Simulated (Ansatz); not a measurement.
# CH₃FSi (SMILES FC=[SiH2]): single points off equilibrium

An exercise on one series of results from a longer session: the logs are not shown, and one member is left open.

The runs use Ansatz 0.2.0, Gaussian basis; single points in def2-TZVPP.

Correlated methods freeze the cores.

**Where the work starts**

SMILES `FC=[SiH2]`, 6 atoms, charge 0, spin multiplicity 1.

Atoms are counted from 1 here; the program's logs count them from 0.

Bond lengths: F1–C2 1.467 Å, C2–Si3 1.818 Å, C2–H4 1.086 Å, Si3–H5 1.430 Å, Si3–H6 1.477 Å. Angles: F1–C2–Si3 121.2°, F1–C2–H4 112.0°, Si3–C2–H4 126.5°, C2–Si3–H5 121.1°, C2–Si3–H6 123.6°, H5–Si3–H6 115.3°.

Geometry (Å):

```mol
CH3FSi
  3D, bonds by distance, orders not assigned

  6  5  0  0  0  0  0  0  0  0999 V2000
   -0.5254   -1.7325    0.9998 F   0  0
   -0.2889   -0.8724   -0.1645 C   0  0
    0.2329    0.8575    0.0333 Si  0  0
   -0.3535   -1.4243   -1.0976 H   0  0
    0.5643    1.6635   -1.1001 H   0  0
    0.3692    1.5260    1.3434 H   0  0
  1  2  8  0
  2  3  8  0
  2  4  8  0
  3  5  8  0
  3  6  8  0
M  END
```

Set-up of the first run:

Contents of run/in.yaml:

```yaml
crystal:
  periodic: [false, false, false]
  atoms:
    - {symbol: F, position_ang: [-0.525400, -1.732500, 0.999800]}
    - {symbol: C, position_ang: [-0.288900, -0.872400, -0.164500]}
    - {symbol: Si, position_ang: [0.232900, 0.857500, 0.033300]}
    - {symbol: H, position_ang: [-0.353500, -1.424300, -1.097600]}
    - {symbol: H, position_ang: [0.564300, 1.663500, -1.100100]}
    - {symbol: H, position_ang: [0.369200, 1.526000, 1.343400]}
basis:
  gaussian: {orbitals: def2-TZVPP}
correlation: {method: ccsd_t}
output: {forces: true}
```

No record of the launch command was kept for these runs.

Among the steps run: CCSD(T)/def2-TZVPP; PBE0-D4/def2-TZVPP; wB97M-V/def2-TZVPP; r2SCAN-D4/def2-TZVPP; PBE-D4/def2-TZVPP; BLYP-D4/def2-TZVPP; r2SCANh-D4/def2-TZVPP.

One of the session's tables, all rows but one given; the rest of the session is left out.

```
    method  RMS force component (eV/Å)  angle to CCSD(T) forces (°)  dipole (D)
   CCSD(T)                       1.116                    reference        2.37
   PBE0-D4                       1.314                          4.8        2.44
   wB97M-V                       1.270                         10.5        2.60
 r2SCAN-D4                           ?                            ?           ?
    PBE-D4                       1.140                          7.8        2.11
   BLYP-D4                       1.011                          9.8        2.18
r2SCANh-D4                       1.262                          5.0        2.35
```

**Question.** Estimate the row for r2SCAN-D4.

As computed: RMS force component (eV/Å): 1.204; angle to CCSD(T) forces (°): 5.2; dipole (D): 2.24. In the column «RMS force component (eV/Å)» it lies between PBE-D4 (1.140) and r2SCANh-D4 (1.262).
